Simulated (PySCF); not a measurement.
Core-level binding energies of `F[PH3+]`

FH3P (charge +1).
Atom-mapped SMILES: `[F:1][PH3+:2]`

The calculation used PySCF 2.14.0, delta-SCF UKS SCAN, pcX-2 on the ionised atom, pcseg-1 elsewhere, spin-free X2C. Binding energies are ΔSCF values: E(core-ionised, relaxed orbitals) − E(ground state) at a fixed geometry, referred to the vacuum level.

Q: Give the core binding energies atom by atom.

A: 
```json
{"atom(s)": "P2", "environment": "phosphorus bonded to F and 3 H", "level": "P 1s", "binding energy (eV)": "2161.96", "count": "1"}
{"atom(s)": "F1", "environment": "phosphorus-bound fluorine", "level": "F 1s", "binding energy (eV)": "701.09", "count": "1"}
```

Q: Which photon energy gives electrons from P 1s of P2 a kinetic energy of 150 eV, and what is their de Broglie wavelength?

A: hν = 2161.96 + 150 = 2311.96 eV, recoil neglected; λ = 12.264 Å/√(E/eV) = 1.00 Å.

Q: Which effective nuclear charge Zeff reproduces each element's mean 1s value in the hydrogen-like formula E = 13.606 eV × Zeff²?

A: F (Z = 9): mean 701.1 eV, Zeff = 7.18, Z − Zeff = 1.82; P (Z = 15): mean 2162.0 eV, Zeff = 12.61, Z − Zeff = 2.39. Means run over the listed sites, weighted by atom count.

Not every level is listed. The species carries charge +1, so core ionisation leaves charge +2. Geometry: PBE0-D3(BJ)/def2-SVP; no solvent, vibrations or thermal averaging.
